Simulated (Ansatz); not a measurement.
Cost and result up the ladder for AlH2Et (C₂H₇Al) (10 atoms). The state is a singlet with charge 0. Geometry: r2SCAN-D4/def2-TZVP.

Cartesian coordinates in Å:
```
Al 0.675 -0.436 -1.448
C -0.109 -0.636 0.337
C -0.458 0.747 0.924
H -0.266 -0.239 -2.715
H 2.252 -0.371 -1.645
H 0.576 -1.157 1.014
H -1.019 -1.246 0.289
H -0.911 0.667 1.917
H 0.428 1.381 1.032
H -1.169 1.291 0.294
```

Ansatz on 2 threads of Arm Neoverse V1 on a shared host. Times are rough, and most runs start from the orbitals of an earlier one. PBE0-D4/def2-TZVP serves as the yardstick here, not as an exact answer. Differences are given only for rows in sets of like size (and for xTB, whose basis is part of the method), since another set adds its own error. Binding counts from free atoms at the same level (Al doublet, C triplet, H doublet; other spins of the atoms weren't run), without zero-point energy or a counterpoise term.

Correlated methods freeze 7 core orbitals. Another isomer (singlet) lies 0.66 eV lower at PBE0-D4/def2-TZVP; other spin states weren't run for this one.

Correlated methods converge slowly with the basis.

```tsv
level	functions	wall time	binding energy per atom (eV)	difference from PBE0-D4/def2-TZVP (eV)
PBE-D4/def2-SVP	81	0.9 s	3.53	–
PBE0-D4/def2-SVP	81	0.95 s	3.51	–
MP2/def2-TZVP	141	1.1 s	3.38	-0.11
BLYP-D4/def2-TZVP	141	1.6 s	3.47	-0.02
PBE-D4/def2-TZVP (with forces)	141	1.9 s	3.51	0.02
PBE0-D4/def2-TZVP	141	1.9 s	3.49	0.00
r2SCAN-D4/def2-TZVP	141	3 s	3.50	0.01
r2SCANh-D4/def2-TZVP	141	3.1 s	3.49	0.00
B97M-V/def2-TZVP	141	6.5 s	3.53	0.04
CCSD(T)/def2-TZVPP	202	44 s	3.43	-0.06
```
